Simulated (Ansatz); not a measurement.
**What a trial cell of Sr₃Cl₂ relaxes into**

The calculation used DFT PBE, scalar-relativistic, plane waves, PAW (Ansatz). Cutoff 420 eV, Γ-centred k mesh, Gaussian smearing, no spin polarisation in the final step.

Sr₃Cl₂ was placed on the anti-corundum structure type (R-3c, No. 167), with Cl in place of Al, Sr in place of O, at a guessed volume.

```
Sr Cl
1.0
     3.64169    2.10253    6.62843
    -3.64169    2.10253    6.62843
     0.00000   -4.20507    6.62843
Sr Cl
6 4
Direct
  0.05625 0.44375 0.75000
  0.75000 0.05625 0.44375
  0.44375 0.75000 0.05625
  0.94375 0.55625 0.25000
  0.25000 0.94375 0.55625
  0.55625 0.25000 0.94375
  0.85218 0.85218 0.85218
  0.64782 0.64782 0.64782
  0.14782 0.14782 0.14782
  0.35218 0.35218 0.35218
```

Cell and atoms relax at zero pressure; the relaxation can't lower the symmetry of the start. After a coarse first stage the cell is made exact in the group found at 0.06 Å.

The zero of energy is the elements' standard structures at the same level (Cl₂ as a molecule); no fitted shifts are applied.

**Question.** Which crystal results?

**Answer.** It keeps R-3c (No. 167). The result has the corundum structure. Conventional cell: a = 7.567 Å, c = 21.491 Å. Sr is coordinated by 4 Cl at 3.10–3.11 Å; Cl is coordinated by 6 Sr at 3.10–3.11 Å and 1 Cl at 3.46 Å.

```xyz
10
Lattice="3.7833 2.1843 7.1636 -3.7833 2.1843 7.1636 0.0000 -4.3686 7.1636" Properties=species:S:1:pos:R:3 pbc="T T T"
Sr   -1.2128   -2.1843    8.9545
Sr    2.4981    0.0418    8.9545
Sr   -1.2853    2.1425    8.9545
Sr    1.2128    2.1843   12.5363
Sr   -2.4981   -0.0418   12.5363
Sr    1.2853   -2.1425   12.5363
Cl    0.0000    0.0000   17.8461
Cl    0.0000    0.0000   14.3901
Cl    0.0000    0.0000    3.6447
Cl    0.0000    0.0000    7.1007
```

**Question.** What are its volume, energy, density and gap?

**Answer.** The volume per atom is 35.52 Å³ and the density is 3.12 g/cm³. The energy over the elements is -1.30 eV/atom and the gap on the 6×6×6 mesh is 0 eV (a metal).

The final run used a 6×6×6 mesh on its 10-atom cell and 0.10 eV smearing. The k mesh leaves about 4 meV/atom of noise in metals. Symmetry constrained the relaxation, so the result can be a saddle point.

Cost: 3 runs of about 2.1 core-minutes in all, on Intel Xeon 6975P-C (Granite Rapids) (shared hosts).